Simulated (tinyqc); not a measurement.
Inside a calculation. Method: geometry optimisation on the RHF/sto-3g surface (energies and gradients from PySCF), for CH3+, spin multiplicity 1. Computed by tinyqc, a small Python program that keeps every step (integrals from PySCF). Settings: charge = 1, multiplicity = 1, basis = sto-3g, optimiser = bfgs, first Hessian = 0.3, largest step = 0.3, iteration cap = 30. Command: `OMP_NUM_THREADS=1 python tinyqc.py 26464 26465 out.jsonl` (the two numbers bound the seeds that draw the settings). One thread of a shared host (Intel(R) Xeon(R) Processor @ 2.60GHz), about 0.6 s of CPU time with the checks.

positions at the start (bohr):
```
,x,y,z
1C,0.022677,0.028346,0.164406
2H,2.014448,0.009449,0.090707
3H,-1.039349,1.647841,0.064251
4H,-0.973209,-1.787681,0.001890
```

Stop when the largest gradient component is below 3e-5 hartree/bohr. The inverse Hessian follows the BFGS update with s = step, y = change of gradient.

Course of the optimisation:
```
step,E (hartree),largest gradient (hartree/bohr)
1,-38.76557675,8.60e-02
2,-38.76838863,1.26e-01
3,-38.77172455,5.21e-02
4,-38.77868415,2.60e-02
5,-38.77568576,6.67e-02
6,-38.77944574,4.31e-03
7,-38.77947349,1.63e-03
8,-38.77947616,2.44e-04
9,-38.77947670,1.54e-04
10,-38.77947683,6.05e-05
11,-38.77947683,7.88e-06
```

Can the last value be used, and what does the course show?

Yes. Converged in 11 steps.
